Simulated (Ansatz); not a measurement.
# Na₃W: from a trial structure to a relaxed crystal

Computed with DFT PBE, scalar-relativistic, plane waves, PAW (Ansatz 0.2.0). Cutoff 420 eV, Γ-centred k mesh, Gaussian smearing, no spin polarisation in the final step.

Na₃W was placed on the Cu3Au (L1_2) structure type (Pm-3m, No. 221), with W in place of Au, Na in place of Cu, at a guessed volume.

```xyz
4
Lattice="4.2430 0.0000 0.0000 0.0000 4.2430 0.0000 0.0000 0.0000 4.2430" Properties=species:S:1:pos:R:3 pbc="T T T"
Na    0.0000    2.1215    2.1215
Na    2.1215    0.0000    2.1215
Na    2.1215    2.1215    0.0000
W     0.0000    0.0000    0.0000
```

Steps on the 4×4×4 mesh (4 atoms). 5 of 5 steps are shown, and the free energy counts from the last. Trial steps that were taken back and renewals of the plane-wave basis can be among the rows.

| step | ΔF (meV/atom) | V (Å³/atom) | P (GPa) |
| --- | --- | --- | --- |
| 1 | 138.3 | 19.10 | 10.38 |
| 2 | 21.4 | 22.03 | 3.18 |
| 3 | 2.5 | 23.62 | 0.76 |
| 4 | 1.2 | 24.18 | 0.08 |
| 5 | 0.0 | 24.18 | 0.20 |

A final relaxation ran on a 10×10×10 mesh. The relaxed crystal, Pm-3m (No. 221):

```cif
data_structure
_symmetry_space_group_name_H-M 'Pm-3m'
_symmetry_Int_Tables_number 221
_cell_length_a 4.6065
_cell_length_b 4.6065
_cell_length_c 4.6065
_cell_angle_alpha 90.000
_cell_angle_beta 90.000
_cell_angle_gamma 90.000
_cell_volume 97.75
loop_
_atom_site_label
_atom_site_type_symbol
_atom_site_symmetry_multiplicity
_atom_site_Wyckoff_symbol
_atom_site_fract_x
_atom_site_fract_y
_atom_site_fract_z
_atom_site_occupancy
Na1 Na 3 c 0.00000 0.50000 0.50000 1
W1 W 1 a 0.00000 0.00000 0.00000 1
```

```json
{
  "Volume per atom": "24.44 Å³",
  "Density": "4.29 g/cm³",
  "Energy over the elements": "1.62 eV/atom",
  "Gap on the 10×10×10 mesh": "0 eV (a metal)"
}
```

Formation energies are uncorrected and refer to the elements' standard structures at the same level.

The final run used a 10×10×10 mesh on its 4-atom cell and 0.10 eV smearing. For metals, differences of a few meV/atom aren't resolved. Spin–orbit coupling is left out.

Symmetry constrained the relaxation, so the result can be a saddle point.

Cost: 3 runs of about 0.65 core-minutes in all, on Arm Neoverse V1 (shared hosts).